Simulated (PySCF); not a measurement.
Telling isomers of C$_{5}$H$_{10}$ apart by NMR

Theory: shielding tensors at PBE0/pcSseg-1 (GIAO), J couplings at B3LYP/pcJ-1 (spin–dipole term left out of most H,H and C,H couplings), PBE0-D3(BJ)/def2-SVP geometry, in PySCF 2.14.0 with density-fitted response routines (relativity neglected, gas phase, one computed conformer, one averaged value for each set of equivalent atoms).

δ = σ(ref) − σ, references computed at the same level: TMS for ¹H (31.27 ppm) and ¹³C (184.41 ppm). Multiplet labels drop J under 1 Hz and among equivalent protons, and merge close values. Unscaled 3J(H,H) run several per cent high. Shifts are as computed. Against solution values, carbons near 30 ppm lie about +2 ppm off and those near 130 ppm about +5 ppm. Of 1211 compounds with measured shifts, 218 miss one by over three times the rms of a fit or turn the order of signals round; such compounds aren't used in these exercises.

(1) Tabulate the signals of `CC1(C)CC1`, `C/C=C/CC` and their relative energies.

(2) What is the quickest way to tell CC1(C)CC1 from C/C=C/CC?

Answers

(1) 
```json
{"SMILES": "CC1(C)CC1", "carbon types": "1×C 2×CH2 2×CH3", "δC": "27.2, 15.8, 11.1", "δH": "1.04 (s, 6H), 0.23 (s, 4H)", "E rel. (kcal/mol)": "2.4"}
{"SMILES": "C/C=C/CC", "carbon types": "2×CH 1×CH2 2×CH3", "δC": "141.7, 133.2, 31.0, 21.2, 17.0", "δH": "5.61 (m, 1H), 5.61 (m, 1H), 1.93 (m, 2H), 1.74 (m, 3H), 0.96 (t, 3H)", "E rel. (kcal/mol)": "0.0"}
```

Energies are electronic energies at PBE0/pcSseg-1 on these geometries, without zero-point or thermal terms, each for the one conformer computed, which needn't be the lowest.

(2) Count the carbon signals: 3 against 5. The first has a three-membered-ring carbon (C) at 11.1 ppm, the second an alkene CH at 141.7 ppm. Their most deshielded carbons lie at 27.2 and 141.7 ppm. In the proton spectra the most deshielded non-exchanging signals are 1.04 (s, 6H) and 5.61 (m, 1H).
